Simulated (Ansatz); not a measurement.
Basis-set extrapolation for C6H12 (`C=CC(C)(C)C`) (PBE0-D4/def2-TZVP geometry, frozen core, Ansatz). Multiplicity 1, RHF reference.

```
                      def2-TZVPP   def2-QZVPP
                 HF  -234.263537  -234.274449
    MP2 correlation    -1.039157    -1.103146
CCSD(T) correlation    -1.146557      not run
```

Energies in hartree. Use E(X) = E(∞) + A·exp(−7.88·√X) for Hartree–Fock and E(X) = E(∞) + B·X^(−2.97) for correlation, with X = 3 and 4, and add CCSD(T) minus MP2 of the smaller set to the MP2 limit.

**Question.** What is the CCSD(T) energy at the basis-set limit?

**Answer.** HF limit: -234.274449 + (-0.010912) × 0.13774 = -234.27595. MP2 limit: -1.103146 + (-0.063989) × 0.74074 = -1.15055. Higher-order term: -1.146557 − (-1.039157) = -0.10740. Total: -235.53390 hartree, 77.7 kcal/mol below CCSD(T)/def2-TZVPP.
